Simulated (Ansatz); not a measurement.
Gas-phase electronic energies from Ansatz, PBE0-D4/def2-TZVP geometries. CBS: MP2 limit from def2 TZ/QZ plus the TZ coupled-cluster correction, frozen cores. This one scheme is used for every species. Functionals use def2-TZVPP. B3LYP here is the variant with VWN-RPA as its local correlation; programs differ in this. Each species was taken in one conformer, which may not be the lowest.

Consider the substitution at a C–C bond: `CC(Cl)CF` + H–F → `CC(F)Cl` + `CF`.

`CC(Cl)CF`:

```xyz
11

C     0.968   -0.808   -0.296
C    -0.130   -0.188    0.531
Cl    0.542    0.570    2.010
C    -0.890    0.899   -0.198
F    -1.505    0.351   -1.308
H     1.480   -1.592    0.262
H     1.701   -0.055   -0.592
H     0.535   -1.247   -1.198
H    -0.832   -0.947    0.880
H    -1.661    1.332    0.443
H    -0.208    1.685   -0.534
```

H–F:

```xyz
2

F     0.004    0.188    0.420
H    -0.004   -0.188   -0.420
```

`CC(F)Cl`:

Z-matrix (Å, degrees):
```
C
C 1 1.499
H 1 1.090 2 110.2
H 1 1.092 2 109.1 3 119.8
H 1 1.090 2 110.0 3 -120.4
F 2 1.363 1 110.1 3 -179.0
Cl 2 1.783 1 111.1 3 60.8
H 2 1.091 1 113.3 3 -58.2
```

`CF`:

```xyz
5

C    -0.001    0.032   -0.052
F     0.029   -0.687    1.121
H     0.014   -0.661   -0.896
H     0.873    0.686   -0.093
H    -0.914    0.631   -0.080
```

| level | ΔE (kJ/mol) | difference from CCSD(T)/CBS |
| --- | --- | --- |
| BLYP-D4 | 33.0 | -22.0 |
| r2SCAN0-D4 | 43.1 | -11.9 |
| BHLYP-D4 | 39.5 | -15.5 |
| CAM-B3LYP-D4 | 36.4 | -18.6 |
| ωB97X-V | 39.5 | -15.5 |
| PBE-QIDH | 50.5 | -4.5 |
| PBE | 33.7 | -21.3 |
| BLYP | 21.9 | -33.1 |
| r2SCAN | 36.1 | -18.9 |
| B3LYP | 28.5 | -26.5 |
| r2SCAN0 | 41.4 | -13.6 |
| CCSD(T)/def2-SVP | 43.1 | -11.9 |
| MP2/def2-TZVPP | 60.3 | 5.3 |
| SCS-MP2/def2-TZVPP | 51.1 | -3.9 |
| CCSD(T)/def2-TZVPP | 51.2 | -3.8 |
| HF/CBS(def2) | 28.1 | -26.9 |
| CCSD(T)/CBS | 55.0 | 0 |

Largest T1 diagnostic among the species: 0.010.

At CCSD(T), def2-SVP lies −11.9 kJ/mol from the extrapolated value and def2-TZVPP −3.8 kJ/mol. From PBE to PBE0 (25 % exact exchange), in def2-TZVPP and without D4, ΔE moves by +6.0 kJ/mol.
